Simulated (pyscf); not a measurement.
CH₄ (SMILES C) + H₃C–SiH•–Cl (SMILES C[SiH]Cl) → CH₃• (SMILES [CH3]) + H₃C–SiH₂–Cl (SMILES C[SiH2]Cl) (hydrogen abstraction; doublet surface; C–H broken, H–Si formed). Structures and frequencies: ωB97X-D3(BJ)/def2-SVP in PySCF. Energies in kcal/mol from the separated reactants.

| level | barrier | reaction energy |
|---|---|---|
| PBE/def2-TZVP | 21.3 | +19.6 |
| r²SCAN/def2-TZVP | 21.0 | +15.4 |
| B3LYP-D3(BJ)/def2-TZVP | 21.0 | +16.0 |
| PBE0-D3(BJ)/def2-TZVP | 21.4 | +17.3 |
| ωB97M-D3(BJ)/def2-TZVP | 22.8 | +14.8 |
| HF/def2-TZVP | 28.9 | +7.6 |

The functionals in the table span 1.8 kcal/mol in this barrier, from r²SCAN to ωB97M-D3(BJ). One saddle was located; it need not be the lowest between these sides. The angle at the transferred H is 171°.
